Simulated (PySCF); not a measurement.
Cartesian coordinates (Å):
SMILES: [F]
```xyz
1

F      0.0000     0.0000     0.0000
```
Charge 0, spin multiplicity 2.

**Question.** Give the dipole moment, highest occupied spin orbital and total energy at the level TPSSh-D3(BJ)/def2-TZVP run with PySCF 2.14.0.

**Answer.** 
* **dipole moment**: 0.00 D
* **highest occupied spin orbital**: -11.25 eV
* **total energy**: -99.7660 Ha
